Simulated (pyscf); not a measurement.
Structures and frequencies: ωB97X-D3(BJ)/def2-SVP in PySCF.

### Question
For the elementary gas-phase step `[CH4]` + `[CH3][InH][OH]` → `[CH3][InH][CH3]` + `[OH2]` (singlet surface; C–H, In–O broken, C–In, H–O formed), what barrier and reaction energy does ωB97M-D3(BJ)/def2-TZVP give, measured from the separated reactants?

### Answer
ΔE‡ = 29.1 kcal/mol, ΔE = +17.9 kcal/mol. Zero-point energy shifts the barrier by -1.4 kcal/mol. It is a four-centre exchange, with an imaginary mode of 1427i cm⁻¹. On the product side the descent ends in an adduct with a In–O contact, 13.0 kcal/mol under the separated species and 22.9 kcal/mol under the saddle at ωB97X-D3(BJ)/def2-TZVP. What is counted as broken (In–O) persists as a longer contact in the product adduct; parting that adduct is a step of its own. This is the saddle that the search found; another between the same sides may lie lower. Elements past Kr carry the def2 core potentials, without spin-orbit coupling.
